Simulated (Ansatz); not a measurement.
The input, for Ansatz 0.2.0:

```yaml
crystal:
  periodic: [false, false, false]
  atoms:
    - {symbol: Al, position_ang: [0.000000, 0.000000, 0.352569]}
    - {symbol: Al, position_ang: [0.000000, 0.000000, -2.324369]}
    - {symbol: H, position_ang: [0.000000, 0.000000, 1.971799]}
basis:
  gaussian: {orbitals: cc-pVDZ}
magnetization: {spin_polarized: false, initial_magnetization: 1}
correlation: {method: ccsdt_q, electrons: outside_noble_gas}
```

```sh
$ ansatz run in.yaml --threads 1 --pin off --events-out ev --progress --plain --max-ram 2393MiB
```

Output:

```
742 factors; integrals over basis functions are off by at most 1.8e-7 eV
mean field evaluation 1: about -13179.0684 eV, gradient 7.2e0 eV
mean field evaluation 2: about -13179.0695 eV, gradient 7.2e0 eV
mean field evaluation 4: about -13179.6187 eV, gradient 9.0e-1 eV
mean field evaluation 8: about -13179.6400 eV, gradient 1.9e-2 eV
mean field evaluation 16: about -13179.6178 eV, gradient 9.0e-1 eV
mean field evaluation 32: about -13179.6248 eV, gradient 5.6e-1 eV
mean field evaluation 64: about -13177.6486 eV, gradient 3.4e-2 eV
mean field evaluation 96: about -13176.8841 eV, gradient 1.3e-2 eV
mean field evaluation 128: about -13179.6400 eV, gradient 2.5e-4 eV
mean field evaluation 160: about -13177.1942 eV, gradient 8.3e-1 eV
mean field -13179.64001707 eV, -484.3428371464 hartree, gradient 2.7e-6 eV, S^2 0.750000; 7 other end points of the search recorded, 0 dependent functions left out
...
cycle  11  -3.71725671 eV  change    2.8e-5 eV  update   6.0e-5
cycle  12  -3.71728452 eV  change   -2.8e-5 eV  update   2.8e-5
cycle  13  -3.71731866 eV  change   -3.4e-5 eV  update   1.6e-5
cycle  14  -3.71732736 eV  change   -8.7e-6 eV  update   7.5e-6
cycle  15  -3.71732284 eV  change    4.5e-6 eV  update   4.0e-6
cycle  16  -3.71731972 eV  change    3.1e-6 eV  update   2.0e-6
cycle  17  -3.71731885 eV  change    8.6e-7 eV  update   1.1e-6
cycle  18  -3.71731907 eV  change   -2.1e-7 eV  update   6.2e-7
cycle  19  -3.71731982 eV  change   -7.5e-7 eV  update   3.6e-7
cycle  20  -3.71732012 eV  change   -3.0e-7 eV  update   1.9e-7
perturbative correction -0.00743166 eV, -0.0002731084 hartree
Total energy: -13183.36476885 eV, -484.4797192495 hartree
```

For the same geometry and basis UCCSDT(Q) lies 0.1 meV lower.

Ran on 1 thread of Intel Xeon Platinum 8488C, shared host: 4.3 s wall, 0.16 GiB peak host memory.
